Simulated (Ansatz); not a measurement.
Start from `NCC1CC1` and change one atom or group to get `C1CC1`.

Ansatz, PBE0-D4/def2-TZVP geometries, multiplicity 1. Each molecule was computed in one conformer, which needn't be the lowest.

| property | `NCC1CC1` |
| --- | --- |
| HOMO energy (PBE0/def2-TZVPP) / eV | -6.79 |
| HOMO energy (B3LYP/def2-TZVPP) / eV | -6.56 |
| HOMO–LUMO gap (PBE/def2-TZVPP) / eV | 5.71 |
| size of the dipole moment (ωB97M-V/def2-TZVPP) / D | 1.37 |
| size of the dipole moment (PBE/def2-TZVPP) / D | 1.30 |
| HOMO–LUMO gap (PBE0/def2-TZVPP) / eV | 8.00 |

Problem. What does the change do to each property? (An estimate is asked.)

Solution. Computed: 
| property | `C1CC1` | shift |
| --- | --- | --- |
| HOMO energy (PBE0/def2-TZVPP) / eV | -8.39 | -1.60 |
| HOMO energy (B3LYP/def2-TZVPP) / eV | -8.15 | -1.59 |
| HOMO–LUMO gap (PBE/def2-TZVPP) / eV | 7.95 | 2.24 |
| size of the dipole moment (ωB97M-V/def2-TZVPP) / D | 0.00 | -1.37 |
| size of the dipole moment (PBE/def2-TZVPP) / D | 0.00 | -1.30 |
| HOMO–LUMO gap (PBE0/def2-TZVPP) / eV | 10.10 | 2.10 |

With PBE0 the HOMO falls by 1.60 eV and the LUMO rises by 0.50 eV, so the gap widens by about 2.10 eV. PBE moves the HOMO by -1.75 eV and ωB97M-V by -1.53 eV.

B3LYP here is the variant with VWN-RPA as its local correlation; programs differ in this.
